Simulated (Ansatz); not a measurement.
For diamond-structure Ge, LC-ωPBE in Ansatz (plane waves, PAW) gives:

equilibrium lattice constant a: 5.566 Å
bulk modulus B0: 97.5 GPa
zone-centre TO phonon frequency: 337 cm⁻¹

Problem. What does Hartree–Fock (plane waves, PAW; Ansatz, a first-principles code) give for the same quantities?

Solution. 
- lattice constant a: 5.735 Å (grows by 3.0 %)
- bulk modulus: 83.4 GPa (falls by 14 %)
- zone-centre TO phonon frequency: 330 cm⁻¹ (drops by 2.1 %)

For comparison: lattice constant a 5.644 Å (measured, static lattice: zero-point anharmonic expansion removed; as tabulated in Mejia-Rodriguez and Trickey (2018), arXiv:1807.09216); bulk modulus 77.3 GPa (measured, low-temperature value with the zero-point effect removed, our sources range from 77.3 to 79.4; as tabulated in Tanner et al. (2021), arXiv:2110.11888); zone-centre TO phonon frequency 304 cm⁻¹ (measured, low temperature, zero-point motion not removed; as tabulated in Tanner et al. (2021), arXiv:2110.11888).

Changes are worked out from the printed values.

Unless a cell is named, each level is at its own relaxed cell (LC-ωPBE 21.56, Hartree–Fock 23.57 Å³/atom).

Ansatz's density-functional and Hartree–Fock values are scalar-relativistic unless marked +SOC, with PAW data made under PBE.
